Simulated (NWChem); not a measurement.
**Ionisation of Si (-1)**

SMILES: [Si-]
```xyz
1

Si     0.0000     0.0000     0.0000
```
Charge -1, spin multiplicity 4.

Program: NWChem.

Basis set: def2-TZVPD. −ε marks an orbital energy of the parent.

No SCF solution was tested for a lower state. Open-shell Hartree-Fock references start from PBE0 orbitals.

### Question
Order these methods by the first vertical ionisation energy they give, lowest first: −ε(alpha HOMO) of HF, G0W0@PBE0, evGW@PBE, −ε(alpha HOMO) of PBE.

### Answer
−ε(alpha HOMO) of PBE (-1.86 eV), G0W0@PBE0 (1.02 eV), evGW@PBE (1.19 eV), −ε(alpha HOMO) of HF (1.38 eV)
